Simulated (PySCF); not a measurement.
**Which is lower?**

The two ends of one reaction step of BH$_{5}$S, singlet (PBE0-D4/def2-TZVP).

A:

B1  (-0.244, -0.677, -0.469)
S2  (0.654, 0.955, 0.188)
H3  (-0.692, -0.271, -1.514)
H4  (0.707, -1.410, -0.602)
H5  (0.984, 0.651, 1.457)
H6  (-1.048, -0.997, 0.366)
H7  (-0.366, 1.741, 0.581)
(Å)

B:

```
7
angstrom
B 0.2823 0.0701 -0.8551
S 1.1231 1.4361 -0.1175
H -0.8618 0.1446 -1.1746
H 0.9331 -0.9149 -1.0155
H -0.6134 -1.2850 1.8381
H -0.9799 -1.7843 1.4211
H 0.1153 2.3258 -0.1000
```

Program: PySCF 2.14 with density fitting (its default auxiliary sets; JK sets also for MP2 and CCSD(T)). Basis: def2-TZVPP. Cores are frozen in the correlated methods. B3LYP uses VWN-RPA correlation.

Task: Which structure is lower at CCSD(T), and by how much? (An estimate is asked for; the value comes from the calculation.)

Result: Computed: B, by 6.02 kcal/mol (electronic energy, against the other). By their contacts, A is BH₅S ([BH3][SH2]) and B is a complex of BH₃S ([BH2][SH]) + H₂.

Task: Do the other methods give the same order? (A judgement: the text doesn't fix the answer.)

Result: By the calculation: Not all: SPW92 gives the other order.

| method | E(B) − E(A) (kcal/mol) |
| --- | --- |
| SPW92 | 4.76 |
| PBE-D4 | -2.44 |
| r2SCAN-D4 | -3.83 |
| PBE0-D4 | -2.24 |
| B3LYP-D4 | -5.89 |
| BHLYP-D4 | -5.94 |
| wB97M-V | -4.83 |
| HF | -11.74 |
| MP2 | -6.04 |
| CCSD | -6.23 |
| CCSD(T) | -6.02 |

The T1 diagnostic stays at or below 0.014.

Labels in which every atom is bracketed show which atoms are joined, not bond orders.

For scale, one of the runs: CCSD(T)/def2-TZVPP, 143 basis functions, launched by `OMP_NUM_THREADS=4 python run.py`. Hardware: 4 CPU threads of an Intel Xeon 6975P-C, shared host. Wall time 26 s; peak host memory 0.7 GiB.
